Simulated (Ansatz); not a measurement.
in.yaml

```yaml
crystal:
  periodic: [false, false, false]
  atoms:
    - {symbol: Ti, position_ang: [0.000000, 0.000000, 0.000000]}
    - {symbol: N, position_ang: [0.000000, 0.000000, 4.413000]}
basis:
  gaussian: {orbitals: def2-SVP}
total_charge: 1
magnetization: {spin_polarized: false, initial_magnetization: 2}
correlation: {method: fic_mrcisd_q, electrons: outside_noble_gas, active_space: {window: {electrons: 4, orbitals: 4}}}
```

```sh
$ ansatz run in.yaml --threads 1 --pin off --events-out ev --progress --plain --max-ram 2816MiB --backend cpu
```

Output:

```
490 factors; integrals over basis functions are off by at most 2.7e-4 eV
mean field evaluation 1: about -24491.9301 eV, gradient 7.1e1 eV
mean field evaluation 2: about -24491.9783 eV, gradient 7.0e1 eV
mean field evaluation 4: about -24147.2360 eV, gradient 1.9e2 eV
mean field evaluation 8: about -24548.8276 eV, gradient 8.8e0 eV
mean field evaluation 16: about -24549.4712 eV, gradient 1.6e-1 eV
mean field evaluation 32: about -24549.4791 eV, gradient 1.6e-1 eV
mean field evaluation 64: about -24549.6359 eV, gradient 1.7e-6 eV
mean field evaluation 96: about -24549.6362 eV, gradient 1.2e-3 eV
mean field evaluation 128: about -24549.6362 eV, gradient 1.3e-3 eV
mean field evaluation 160: about -24549.4692 eV, gradient 2.2e-3 eV
...
mean field -24549.79419930 eV, -902.1882963760 hartree, gradient 2.8e-6 eV, S^2 2.000000; 49 other end points of the search recorded, 0 dependent functions left out
reference -24549.79419930 eV, -902.1882963760 hartree; 15, 13 occupied and 30, 32 virtual orbitals, 490 factors
state -24552.21659276 eV, -902.2773176937 hartree
...
state -24552.21659276 eV, -902.2773176937 hartree; corrected -24555.77713762 eV, -902.4081653038 hartree
state -24550.16292171 eV, -902.2018466747 hartree
...
state -24550.16292171 eV, -902.2018466747 hartree; corrected -24553.99655410 eV, -902.3427300667 hartree
state -24552.21659276 eV, -902.2773176937 hartree; corrected -24555.77713762 eV, -902.4081653038 hartree
state -24550.18843559 eV, -902.2027842926 hartree
...
state -24550.18843559 eV, -902.2027842926 hartree; corrected -24553.96727651 eV, -902.3416541349 hartree
state -24552.21659276 eV, -902.2773176937 hartree; corrected -24555.77713762 eV, -902.4081653038 hartree
state -24550.18852603 eV, -902.2027876161 hartree
...
contracted CI cycle  31: correlation -3.24441006 eV, -0.1192298706 hartree, residual 9.54e-4 eV
contracted CI cycle  32: correlation -3.24441010 eV, -0.1192298719 hartree, residual 1.06e-3 eV
contracted CI cycle  33: correlation -3.24441018 eV, -0.1192298749 hartree, residual 1.81e-3 eV
contracted CI cycle  34: correlation -3.24441043 eV, -0.1192298842 hartree, residual 3.62e-3 eV
contracted CI cycle  35: correlation -3.24441365 eV, -0.1192300027 hartree, residual 2.02e-2 eV
contracted CI cycle  36: correlation -3.24440784 eV, -0.1192297888 hartree, residual 8.17e-3 eV
contracted CI cycle  37: correlation -3.24440896 eV, -0.1192298303 hartree, residual 3.53e-3 eV
contracted CI cycle  38: correlation -3.24440925 eV, -0.1192298407 hartree, residual 2.05e-3 eV
contracted CI cycle  39: correlation -3.24440934 eV, -0.1192298440 hartree, residual 1.08e-3 eV
contracted CI cycle  40: correlation -3.24440936 eV, -0.1192298449 hartree, residual 5.50e-4 eV
state -24550.18852603 eV, -902.2027876161 hartree; corrected -24553.97907035 eV, -902.3420875505 hartree
state -24552.21659276 eV, -902.2773176937 hartree; corrected -24555.77713762 eV, -902.4081653038 hartree
Total energy: -24555.77713762 eV, -902.4081653038 hartree
```

Natural occupations: 1.0016 1.0000 1.0000 0.9984.

Ran on 1 thread of AMD EPYC 7R13, shared host: 66 s wall, 0.16 GiB peak host memory.
